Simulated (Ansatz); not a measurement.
Mulliken charges of C3H4Cl2, SMILES `C/C(Cl)=C\Cl` from PBE/def2-TZVPP in Ansatz (PBE0-D4/def2-TZVP geometry).

```tsv
atom	x (Å)	y (Å)	z (Å)	charge (e)
C1	-0.250	-1.008	-0.523	-0.204
C2	0.488	0.154	0.026	0.038
Cl3	2.204	0.110	-0.212	-0.103
C4	-0.005	1.206	0.668	-0.057
Cl5	-1.679	1.411	0.991	-0.079
H6	-1.318	-0.908	-0.335	0.082
H7	-0.081	-1.088	-1.600	0.104
H8	0.109	-1.933	-0.066	0.105
H9	0.619	2.009	1.034	0.115
```

By hand: the dipole of these point charges (1 e Å = 4.8032 D).

Σ q r = (-0.058, -0.140, -0.069) e Å, of length 0.167 e Å = 0.80 D.

How does the dipole of the full density compare? (Estimate.)

Ansatz gave: (-0.055, -0.124, -0.062) e Å, 0.72 D; the point charges give 1.11 times that, at 1° from its direction.

Point charges leave out the atoms' own dipoles, such as those of lone pairs, and Mulliken's split depends on the basis, so the close match here is no proof of good charges.
